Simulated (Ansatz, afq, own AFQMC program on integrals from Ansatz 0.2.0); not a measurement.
BH₂O, doublet → BH₂O⁺, triplet

```xyz
4

B     0.0000   -0.2384    0.7416
O     0.0000    0.1607   -0.5303
H     0.0000    0.5590    1.6392
H     0.0000   -0.5526   -1.1750
```

Connectivity, by distances: BH–OH.

E(triplet, charge +1) − E(doublet, charge +0) at this geometry, on UHF and UHF determinants.

Basis cc-pVDZ. Only valence electrons are correlated. AFQMC by an in-house program on the Cholesky factors that Ansatz 0.2.0 writes for its CCSD(T) run. ph-AFQMC/CISD is guided by a CISD state made of CCSD amplitudes; releasing the constraint for a short imaginary time cuts its bias at the price of noise, slowly where states lie close. ± is one standard error of the sampling. The errors of all members are added in quadrature.

No full CI on the walks' own integrals is used here; CCSDT(Q) serves as the reference and is uncertain by about the last step of the cluster series. Each member takes its own surest rung, up to full CI.

The best estimate is CCSD(T) at the basis-set limit (CBS: def2-TZVPP and def2-QZVPP, with their diffuse functions for anions and beside diffuse sets, CCSD(T) itself extrapolated) plus the step from CCSD(T) to CCSDT(Q) in cc-pVDZ. Rows without CBS are in cc-pVDZ, the functionals in def2-TZVP; B2PLYP and the wave-function rows carry a basis error of their own. Core correlation and relativity beyond core potentials are missing, and ± holds the sampling alone.

Cautions: BH₂O (doublet): the released energies move by 1.5 errors or more from one time to the next, so no released level is given (meV from the phaseless value at times in 1/Eh: -1 ± 3 at 0.24, -3 ± 3 at 0.51, -3 ± 3 at 0.99, 9 ± 4 at 1.62, -7 ± 4 at 2.40), though the last usable value meets CCSDT(Q) within the noise; BH₂O⁺ (triplet): another spin lies lower; this isn't the first ionization.

| level | vertical ionization energy (eV) |
| --- | --- |
| B3LYP | 13.988 |
| PBE | 13.749 |
| CCSD | 13.631 |

Question: From these cheaper values, estimate the vertical ionization energy at the level of the best estimate.

Answer: 14.164 eV (best estimate, highest rung CCSDT(Q)).

| level | vertical ionization energy (eV) | error against the best estimate (eV) |
| --- | --- | --- |
| HF | 12.140 | -2.023 |
| MP2 | 13.887 | -0.277 |
| CCSD(T) | 13.707 | -0.457 |
| CCSDT | 13.704 | -0.459 |
| CCSDT(Q) | 13.716 | -0.448 |
| ph-AFQMC/CISD | 13.723 ± 0.005 | -0.441 ± 0.005 |
| HF/CBS | 12.165 | -1.999 |
| MP2/CBS | 14.361 | 0.198 |
| CCSD(T)/CBS | 14.155 | -0.009 |
| r2SCAN | 13.803 | -0.360 |
| PBE0 | 13.930 | -0.234 |
| wB97M-V | 14.066 | -0.098 |
| B2PLYP | 14.061 | -0.103 |

Correlation beyond CCSD(T) adds 0.009 eV. Going to the basis-set limit adds 0.448 eV at CCSD(T). The perturbative (T) step is worth +0.076 eV. The functionals spread over 0.317 eV; wB97M-V and B2PLYP come nearest and PBE is 0.415 eV too low.

Best estimates are given only where the step beyond CCSD(T) is under 0.3 eV and no member's determinant is very poor (T1 over 0.05, or 0.07 for open shells, ⟨S²⟩ too high by 0.3, two states mixed), so the hardest cases are missing from such tables.

The functionals ran in a triple-zeta set and keep a basis error of their own, a few kJ/mol for each bond in atomization energies and more for double hybrids, so close places among them and the extrapolated levels can swap.

CCSDT and higher add their correlation energy to the determinant of the CCSD(T) run, since their own runs factorise the integrals more tightly (a shift of under 2 meV). Each member of a difference takes its own highest rung, so a best estimate needn't equal the limit plus the step of one row. A walk keeps the symmetry of its determinant, which the program's search chose and which needn't be the lowest solution, so a lower state of the same spin and another symmetry isn't excluded.
